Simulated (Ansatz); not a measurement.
One stationary structure of Ir. Calculation: r2SCAN (plane waves to 500 eV, PAW, scalar-relativistic; Ansatz, an electronic-structure program).

```cif
data_Ir
_chemical_formula_sum 'Ir1'
_space_group_name_H-M_alt 'P 1'
_space_group_IT_number 1
_cell_length_a 2.71841
_cell_length_b 2.71841
_cell_length_c 2.71841
_cell_angle_alpha 60.000
_cell_angle_beta 60.000
_cell_angle_gamma 60.000
loop_
_space_group_symop_operation_xyz
  'x, y, z'
loop_
_atom_site_label
_atom_site_type_symbol
_atom_site_fract_x
_atom_site_fract_y
_atom_site_fract_z
_atom_site_occupancy
Ir1 Ir 0.50000 0.50000 0.50000 1
```

**Question.** Determine the symmetry and give the standard cell with its independent sites.

**Answer.** Space group Fm-3m (No. 225); a = 3.844 Å, b = 3.844 Å, c = 3.844 Å, α = 90.00°, β = 90.00°, γ = 90.00°

```json
[
 {"atom": "Ir", "site": "4b", "symmetry": "m-3m", "x": "0.5000", "y": "0.5000", "z": "0.5000"}
]
```

This is the fcc (Cu type).

**Question.** Give the shortest distances between elements (the closest pairs, up to four, under 3.6 Å).

**Answer.** Ir–Ir 2.72 Å.

* **Volume per atom**: 14.20 Å³
* **Band gap**: zero (metallic)

No spin polarisation in the result.

Measured for Ir: a 3.831 Å (static lattice; corrected from measurement; as listed in Daniel Mejia-Rodriguez, S. B. Trickey, Phys. Rev. B (2018)). Computed minus measured — a: r2SCAN +0.4 %. The computed values are for a static lattice.

The run could not lose the symmetry of its start.
